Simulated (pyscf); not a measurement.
bromomethane (H₃C–Br) + H atom (H•) → methyl (CH₃•) + hydrogen bromide (HBr) (atom transfer; doublet surface; Br–C broken, Br–H formed). Structures and frequencies: ωB97X-D3(BJ)/def2-SVP in PySCF. Correlated levels are frozen-core, on RHF or UHF. ΔMP2 is the change of the MP2 total energy from the triple- to the quadruple-zeta basis. Energies in kcal/mol from the separated reactants.

```csv
level,barrier,reaction energy
ωB97X-D3(BJ)/def2-TZVP,7.8,-14.1
PBE/def2-TZVP,0.8,-13.8
B3LYP-D3(BJ)/def2-TZVP,1.6,-18.3
M06-2X/def2-TZVP,7.0,-14.2
CCSD/def2-TZVPP,…,-19.3
CCSD(T)/def2-TZVPP,6.3,-17.5
CCSD(T)/def2-TZVPP + ΔMP2(QZVPP),…,…
```

Task: Complete the blanks.

Result: 
- CCSD/def2-TZVPP, barrier: 7.2
- CCSD(T)/def2-TZVPP + ΔMP2(QZVPP), barrier: 6.0
- CCSD(T)/def2-TZVPP + ΔMP2(QZVPP), reaction energy: -17.3

One saddle was located; it need not be the lowest between these sides. The angle at the transferred Br is 165°. The CCSD(T) − MP2 part came from Ansatz, without density fitting, on the same reference. The frozen core leaves the outer d or s,p core shells of the metals and heavy elements correlated in the MP2 and CC values, and def2-TZVPP describes them poorly, which can shift differences by a few kcal/mol. Elements up to Kr have no core potential and no relativistic terms here.
